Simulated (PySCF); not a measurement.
## Potential energy of BCl along the bond

Set-up: PySCF, no relativity, basis sets B def2-TZVPPD, Cl def2-TZVPPD. Energies in eV from B + Cl in their ground configurations at the same level. State: ¹Σ⁺ (singlet), closed shell.

```csv
R (Å),MN15
1.479,-4.620
1.548,-5.151
1.617,-5.436
1.668,-5.532
1.720,-5.554
1.772,-5.518
1.840,-5.406
1.926,-5.194
2.030,-4.880
2.167,-4.415
```

**Question.** Put a parabola through the three lowest points of the MN15 curve and estimate Re, k and ωe (reduced mass 8.373 u; 1 eV/Å² = 0.16022 mdyn/Å; ωe = 1302.8·√(k/μ) cm⁻¹).

**Answer.** Through R = 1.668, 1.72, 1.772 Å the second-order coefficient is 10.7 eV/Å², so Re ≈ 1.714 Å, k ≈ 3.44 mdyn/Å and ωe ≈ 835 cm⁻¹. A polynomial fit of higher order to the unrounded MN15 energies gives Re = 1.711 Å, k = 3.57 mdyn/Å, ωe = 851 cm⁻¹; anharmonicity and rounding make the difference.

The higher-order fit for each curve: MN15: Re = 1.711 Å, ωe = 851 cm⁻¹, De = 5.55 eV.
